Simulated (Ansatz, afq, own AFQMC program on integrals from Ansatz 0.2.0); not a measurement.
Integrals from Ansatz 0.2.0, then the random walk in our own AFQMC program (afq).

```yaml
crystal:
  periodic: [false, false, false]
  atoms:
    - {symbol: Br, position_ang: [0.000000, 0.000000, -1.507867]}
    - {symbol: H, position_ang: [0.000000, 0.000000, -0.087267]}
    - {symbol: O, position_ang: [0.000000, 0.000000, 1.595133]}
basis:
  gaussian: {orbitals: cc-pVTZ}
magnetization: {spin_polarized: true, initial_magnetization: 2}
correlation: {method: ccsd_t, electrons: outside_noble_gas, hamiltonian_folder: ham}
```

```sh
$ ansatz run in.yaml --threads 1 --pin off --events-out ev --progress --plain --max-ram 24576MiB --backend cuda --devices 0, --max-vram 18GiB
```

afq runs on the folder ham with

```
--method phaseless --trial cisd --walkers 2600 --populations 20 --least-time 60 --time-step 0.005 --steps-per-block 50 --equilibration-blocks 28 --max-blocks 4000 --target-error 0.00022 --factor-cut 1e-05 --start spin_pure --seed 8529 --release-times 0.24,0.51,0.99,1.62,2.4 --release-step 0.03 --release-every 3 --taylor-order 6
```

Times are imaginary, in 1/Eh. The walk had a cap of 245 s. With eight or more populations the least sampling time is a fifth of least-time, and the error comes from their spread. Filled inner d shells are frozen with the cores.

Output of the walk:

```
orbitals 72  electrons 8 6  factors 474 of 536
reference energy -2647.85054092 Eh
CCSD correlation -0.35595207 Eh in 14 cycles, weight of the determinant in the CISD state 0.8891
energy of the start -2648.206223 Eh
 block  time / (1/Eh)  mean weight  energy / Eh
     1     0.250  1.0001  -2648.202613
     2     0.500  0.9996  -2648.207624
     3     0.750  0.9999  -2648.211173
     4     1.000  0.9998  -2648.214142
     5     1.250  1.0002  -2648.214550
    12     3.000  0.9994  -2648.217525
    19     4.750  0.9995  -2648.216639
    26     6.500  0.9999  -2648.217472
    33     8.250  0.9996  -2648.218545
    34     8.500  0.9996  -2648.218894
    40    10.000  0.9995  -2648.217778
    47    11.750  1.0000  -2648.217619
    54    13.500  0.9996  -2648.216884
    61    15.250  0.9993  -2648.215370
    68    17.000  1.0005  -2648.216439
    75    18.750  0.9998  -2648.216491
    78    19.500  0.9991  -2648.217261
error from the spread of 20 populations
released: time / (1/Eh)  energy / Eh  error  mean overlap
  0.24  -2648.217609  0.000125  0.9949
  0.51  -2648.217929  0.000175  0.9862
  0.99  -2648.217970  0.000172  0.9778
  1.62  -2648.217761  0.000190  0.9719
  2.40  -2648.217834  0.000237  0.9551
energy -2648.217320 +/- 0.000169 Eh
(rows thinned)
```

The run passed its tests (sampling time, drift between the halves within three errors, error under three times the target), which doesn't prove that it has relaxed. The second half of the sampling lies above the first by 2.1 errors of their difference, so the energy may still be moving and its error bar be too small.

Against this walk (error 4.6 meV) on the same determinant: CCSD(T) 17.3 meV higher, CCSDT(Q) 15.2 meV lower. The error is statistical and leaves out the bias of the constraint. Released to 2.40 1/Eh the energy moves by -14 ± 8 meV (both errors), within twice the noise.

Cautions: constraint bias not in the error; no relativity below Rb; no spin-orbit coupling; inner d shell frozen; lower spins were not checked.

The walk took 2.4 min on 1 × NVIDIA H100 80GB HBM3 with 2 threads of AMD EPYC 7R13 Processor (Zen 3) (shared host) (the card was shared). The log's last line is the phaseless energy.

CCSDT and higher add their correlation energy to the determinant of the CCSD(T) run, since their own runs factorise the integrals more tightly (a shift of under 2 meV). A walk keeps the symmetry of its determinant, which the program's search chose and which needn't be the lowest solution, so a lower state of the same spin and another symmetry isn't excluded.
